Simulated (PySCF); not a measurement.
## Molecular orbitals of ClF⁻

r²SCAN at R = 2.243 Å; basis Cl aug-cc-pV(D+d)Z, F aug-cc-pVDZ; no relativity; PySCF 2.14. State: ²Σ⁺ (doublet), unpaired electrons σ ↑. Only the outer orbitals are listed, counted within each symmetry.

```
spin  orbital  occ.  ε (eV)  on Cl (%)  main shells (%)
   α       5σ     1  -22.43          1           99 F s
   α       6σ     1  -14.09         99          99 Cl s
   α       7σ     1   -4.24         32  68 F p, 31 Cl p
   α       2π     1   -2.43         23  77 F p, 23 Cl p
   α       2π     1   -2.43         23  77 F p, 23 Cl p
   α       3π     1   -1.34         77  77 Cl p, 22 F p
   α       3π     1   -1.34         77  77 Cl p, 22 F p
   α       8σ     1   -0.85         71  70 Cl p, 30 F p
   α       9σ     0    6.47        101          95 Cl p
   β       5σ     1  -21.28          1           99 F s
   β       6σ     1  -13.29         99          99 Cl s
   β       7σ     1   -2.52         46  54 F p, 45 Cl p
   β       2π     1   -2.05         28  72 F p, 28 Cl p
   β       2π     1   -2.05         28  72 F p, 28 Cl p
   β       3π     1   -1.00         72  72 Cl p, 28 F p
   β       3π     1   -1.00         72  72 Cl p, 28 F p
   β       8σ     0    1.16         59  58 Cl p, 43 F p
   β       9σ     0    6.61        101         100 Cl p
```

Which are the highest filled and the lowest empty level, where do they sit, and how wide is the gap?

Highest filled α 8σ at -0.85 eV (in %: 70 Cl p, 30 F p); lowest empty β 8σ at 1.16 eV (in %: 58 Cl p, 43 F p); the gap at r²SCAN is 2.01 eV. An empty level above zero is unbound, and its energy depends on the basis.

| Item | Value |
| --- | --- |
| bond order (Mayer) | 0.40 |
| ⟨S²⟩ | 0.754 |
| charge on Cl (Mulliken, basis-dependent) | -0.50 |
| charge on Cl (Löwdin, basis-dependent) | -0.44 |
| dipole moment (positive dipole points towards F; it is taken about the centre of mass and depends on that origin) | -1.04 D |

Shares are Mulliken populations and can fall outside 0 to 100 %.

The state is the lowest determinant that a PBE0 search found; another state may lie lower at other levels.
